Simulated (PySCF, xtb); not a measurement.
tetrafluoromethane cation (CF4), SMILES FC(F)(F)F (connectivity only; charge and spin as stated), charge +1, multiplicity 2.

Coordinates come from a B3LYP-D3(BJ)/def2-SVP optimisation. The geometry has at least one imaginary mode, so it is a saddle point at that level. The spin state was assumed, not searched.

Method: PySCF with IEF-PCM-M06-2X/def2-SVP.

The values are the electrostatic part of the solvation free energy, E(continuum) − E(gas) at the gas-phase geometry, in a cavity of scaled van der Waals radii (PySCF's table); cavitation and dispersion terms are not included.

### Question
Estimate the values in water (ε = 78.36), benzene (ε = 2.27), cyclohexanone (ε = 15.62). (The exact figures need the calculation; the answer reports its results.)

### Answer

| solvent | ε | ΔG(elec) (kcal/mol) |
|---|---|---|
| water | 78.36 | -68.2 |
| benzene | 2.27 | -37.9 |
| cyclohexanone | 15.62 | -64.5 |

For comparison, GFN2-xTB/ALPB(water) (xtb, at the GFN2-xTB geometry, all terms of that model) gives -66.7 kcal/mol.
